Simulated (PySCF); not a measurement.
# Vibration and rotation of MgH

UHF-CCSD(T) constants of MgH, ²Σ⁺ (doublet), unpaired electrons σ ↑ (PySCF, spin-free X2C with a Gaussian nucleus, basis sets Mg x2c-TZVPPall, H x2c-TZVPPall; masses 23.9850 and 1.0078 u):

| Item | Value |
| --- | --- |
| ωe | 1479.9 cm⁻¹ |
| ωexe | 27.0 cm⁻¹ |
| Be | 5.8145 cm⁻¹ |
| αe | 0.171 cm⁻¹ |
| D (centrifugal) | 0.000359 cm⁻¹ |
| De to Mg + H | 1.32 eV |

Problem. Give the vibrational terms G(v) and spacings up to v = 3.

Solution. G(v) = ωe(v+½) − ωexe(v+½)².

```
v  G(v) (cm⁻¹)  G(v) − G(v−1)  Bv (cm⁻¹)
0          733                     5.729
1         2159           1426      5.558
2         3531           1372      5.387
3         4849           1318      5.216
```

Problem. How well does the Morse estimate ωe²/(4ωexe) reproduce De, and what is D0?

Solution. It gives 2.51 eV, 190 % of the computed De. D0 = De − G(0) = 1.32 − 0.09 = 1.23 eV.

Measured values (Huber and Herzberg, Constants of Diatomic Molecules (1979)): ωe = 1495.2 cm⁻¹, ωexe = 31.889 cm⁻¹, Be = 5.8257 cm⁻¹, αe = 0.1859 cm⁻¹.

Correlated steps freeze 1 core orbital. The state is the lowest determinant that a PBE0 search found; another state may lie lower at other levels.
